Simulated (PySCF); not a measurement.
# Deuteron quadrupole couplings in `COC[CH-]C#N`

Compound: C4H6NO (charge -1).
Geometry (GFN2-xTB, dihedral held, Å), atoms numbered from 1 in this order:
```
atom  x, y, z in Å
C1    -2.0319   -0.2588    0.1095
O2    -0.8773    0.4067    0.4907
C3     0.2747   -0.0332   -0.2319
C4     1.4942    0.6779    0.2637
C5     2.6917    0.3877   -0.3085
N6     3.7659    0.0837   -0.6743
H7    -1.9673   -1.3415    0.3109
H8    -2.8622    0.1612    0.6818
H9    -2.2378   -0.1329   -0.9679
H10    0.3811   -1.1315   -0.1169
H11    0.0404    0.1327   -1.3255
H12    1.3210    1.7270    0.5024
```

Level: PBE0/pcSseg-1 (PySCF, non-relativistic); Q(2H) = 0.00286 b; rigid geometry, the same for H and D, with no vibrational averaging.

Question: Rank these positions by the coupling χzz of a deuteron there, largest first.
A. H11 (methylene hydrogen)
B. H7 (methyl hydrogen)
C. H8 (methyl hydrogen)
D. H12 (hydrogen on carbon)
E. H10 (methylene hydrogen)

Answer: D (225 kHz), C (206 kHz), B (191 kHz), E (184 kHz), A (163 kHz).

Question: What are Vzz, η and χzz (234.96 MHz × Q × Vzz) at all hydrogens?

Answer: 
| atom | bonded to | bond length (Å) | Vzz (au) | η | χzz (kHz) |
| --- | --- | --- | --- | --- | --- |
| H7 | C1 | 1.103 | 0.2838 | 0.06 | 191 |
| H8 | C1 | 1.092 | 0.3064 | 0.05 | 206 |
| H9 | C1 | 1.104 | 0.2817 | 0.06 | 189 |
| H10 | C3 | 1.109 | 0.2742 | 0.09 | 184 |
| H11 | C3 | 1.131 | 0.2420 | 0.09 | 163 |
| H12 | C4 | 1.090 | 0.3353 | 0.19 | 225 |

Question: How does χzz go with the bond length over the 6 C–H bonds?

Answer: A straight-line fit has a slope of -13.6 kHz for each 0.01 Å, with a correlation coefficient of -0.95, over lengths from 1.090 to 1.131 Å. The longer bonds have the smaller couplings here.

Question: Give the 2H NMR doublet splittings at H11 for a magnetic field along the z, y and x axes of the gradient: 3χ/2, 3χ(1 + η)/4, 3χ(1 − η)/4.

Answer: With |χ| = 162.6 kHz and η = 0.089: 244, 133 and 111 kHz, to first order and without motion.

The geometry is a constrained GFN2-xTB structure with the dihedral O2–C3–C4–C5 held at 180°, isolated molecule; it need not be a minimum. The pcSseg-1 basis has no diffuse functions, a weakness for an anion. The HOMO energy is positive at this level (+0.68 eV), so the outermost electrons may be held by the finite basis alone. GFN2-xTB bond lengths can be off by several hundredths of an ångström, more for odd bonds, and the gradients follow them. The small basis limits the accuracy of the gradients.
